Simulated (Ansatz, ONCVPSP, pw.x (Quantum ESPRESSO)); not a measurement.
## From atom to crystal: ONCV potential for Pt (Z = 78)

```json
{
 "Element": "platinum",
 "Generator": "ONCVPSP 4.0.1.1 (patched build)",
 "Type": "optimised norm-conserving Vanderbilt (ONCV)",
 "Functional": "PBE",
 "Relativity": "scalar-relativistic",
 "Frozen core": "[Kr] 4d10 4f14",
 "Valence charge": "18",
 "Reference configuration": "5s2 5p6 5d9 6s1",
 "Partial waves": "5s+6s: rc 1.80 bohr, ncon 4, nbas 8, qcut 7.7 1/bohr, 2 projectors; 5p: rc 1.70 bohr, ncon 4, nbas 8, qcut 10 1/bohr, local; 5d: rc 2.45 bohr, ncon 4, nbas 9, qcut 5.6 1/bohr, 1 projector",
 "Local potential": "the p channel",
 "Core correction": "none"
}
```

Atomic tests: cutoffs needed: 26 Ha and 33 Ha (the cutoffs (Ha) at which the residual kinetic energy of the hardest occupied pseudo-wave falls to 1 and 0.1 mHa per electron); ghost test: ghosts flagged at negative energy: s at -923.3 eV; no localised positive-energy state flagged; a true bound ghost makes a file unfit for plane-wave use; largest excitation error: -21 meV (all-electron minus pseudo) for 5s2 5p6 5d8 6s0, out of 4 test configurations.

Crystal test: fcc Pt in pw.x 7.5, no spin, 14³ k-points, Fermi–Dirac smearing 0.01 Ry, cutoffs 80/320 Ry. The reference is all-electron LAPW (Ansatz 0.2.0) with the same functional, mesh and smearing; V0 and B0 come from Birch–Murnaghan fits to the pressures at five volumes. Errors are pseudo minus all-electron; Δ is the rms difference of the E(V) curves that follow from these fits, minima aligned, over ±6 % about the mean V0. Mesh and smearing are coarse, so the numbers serve the comparison and aren't converged zero-temperature values; the lattice is a test structure that the element need not adopt.

All-electron: a0 = 3.973 Å (V0 = 15.67 Å³/atom), B0 = 245.3 GPa.

**Question.** How far does the potential miss the all-electron equation of state?

**Answer.** mean pressure error (GPa): -34.86. The pressure does not cross zero within the volumes sampled, so no fit is given. This is a poor potential for the solid. Note: ghosts flagged at negative energy: s at -923.3 eV; no localised positive-energy state flagged. A true bound ghost makes a file unfit for plane-wave use.

```json
{"V (Å³/atom)": "14.858", "P all-electron (GPa)": "15.18", "P pseudo (GPa)": "-21.98"}
{"V (Å³/atom)": "15.249", "P all-electron (GPa)": "7.27", "P pseudo (GPa)": "-28.91"}
{"V (Å³/atom)": "15.640", "P all-electron (GPa)": "0.53", "P pseudo (GPa)": "-33.88"}
{"V (Å³/atom)": "16.031", "P all-electron (GPa)": "-5.20", "P pseudo (GPa)": "-38.80"}
{"V (Å³/atom)": "16.422", "P all-electron (GPa)": "-10.06", "P pseudo (GPa)": "-42.97"}
```

**Question.** At the middle volume, how do free energy and pressure move when the wave cutoff is lowered (ecutrho kept at four times it)?

**Answer.**

```tsv
cutoff (Ry)	shift of F (meV/atom)	shift of P (GPa)
36	+254417.3	-10658.45
48	+16541.6	-1627.03
64	+235.0	-5.58
```

The run at the middle volume (104 k-points, 9 iterations) took about 32 s on one core of a shared host (Neoverse-N1, 64 threads, 124 GiB, load 47).
